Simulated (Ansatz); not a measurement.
Input for Ansatz (an electronic-structure program): R-BLYP/def2-TZVPPD on CHN (SMILES C#N). Files ending in .json are basis or fitting sets from the Basis Set Exchange.

Ansatz 0.2 input:
```yaml
crystal:
  periodic: [false, false, false]
  atoms:
    - {symbol: C, position_ang: [1.99644300, 0.05718500, -0.00648300]}
    - {symbol: N, position_ang: [2.98021800, 0.65834500, 0.10945000]}
    - {symbol: H, position_ang: [1.07234100, -0.48518900, -0.10641600]}
basis:
  gaussian:
    orbitals: def2-TZVPPD.json
hamiltonian:
  xc: {name: BLYP}
scf: {lower_state_search: off}
```

The head of its log:

```
WARN ansatz: RAYON_NUM_THREADS=1 ignored (pool sized by the plan → 1); use --threads N
Functional definition: BLYP
these checks for a lower state are left out or cut short: stability, starts, cluster_reference, orbital_swaps, neighbouring_geometries, increment
integrals: 0.01 GiB planned
412 factors; their error is unknown
mean field: 0.16 GiB planned
mean field evaluation 1: about -2537.7163 eV, gradient 4.9e1 eV
mean field evaluation 2: about -2517.9682 eV, gradient 9.8e1 eV
```

Problem. What total energy does the run end on?

Solution. -93.4441 hartree.
